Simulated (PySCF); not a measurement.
## CH: one state, many levels of theory

State: ²Π (doublet), unpaired electrons π ↑. Set-up: basis H def2-TZVPP, C def2-TZVPP; no relativity; PySCF 2.14. De refers to H + C in their high-spin ground configurations, without counterpoise correction. The functionals are run spin-unrestricted. A positive dipole means H(−)C(+).

```csv
Level,Re (Å),ωe (cm⁻¹),De (eV),μ (D)
UHF,1.105,3035,2.46,-1.64
UHF-MP2,1.113,2951,3.39,n/a
UHF-SCS-MP2,1.114,2940,3.53,n/a
UHF-CCSD,1.120,2866,3.51,n/a
UHF-CCSD(T),1.121,2848,3.54,n/a
LDA,1.141,2717,4.00,-1.48
PBE,1.137,2730,3.67,-1.43
r²SCAN,1.126,2809,3.52,-1.49
B3LYP,1.123,2828,3.70,-1.49
PBE0,1.125,2845,3.59,-1.50
BHandHLYP,1.110,2951,3.58,-1.56
M06-2X,1.116,2908,3.60,-1.53
CAM-B3LYP,1.120,2873,3.66,-1.54
```

**Question.** Which functional lies closest to UHF-CCSD(T) in De, which farthest, and by how much do they differ from it?

**Answer.** Closest is r²SCAN (+0.5 pm in Re, -1.4 % in ωe, -0.02 eV in De against UHF-CCSD(T) in the same basis), farthest LDA (+2.0 pm in Re, -4.6 % in ωe, +0.46 eV in De). CCSD(T) converges more slowly with the basis than the functionals do and binds too weakly in this one, so the order can change at the basis-set limit.

**Question.** What does the step from GGA to meta-GGA do here, going from PBE to r²SCAN?

**Answer.** r²SCAN less PBE: -1.1 pm in Re, +2.9 % in ωe, -0.15 eV in De. 

**Question.** What does second-order correlation do here, going from UHF to UHF-MP2?

**Answer.** UHF-MP2 less UHF: +0.8 pm in Re, -2.8 % in ωe, +0.93 eV in De. Correlation nearly always deepens the well. The bond lengthens, as in strong covalent bonds, where excitations into antibonding orbitals dominate.

Correlated steps freeze 1 core orbital. The state was picked by a PBE0 search and need not be the measured ground state.
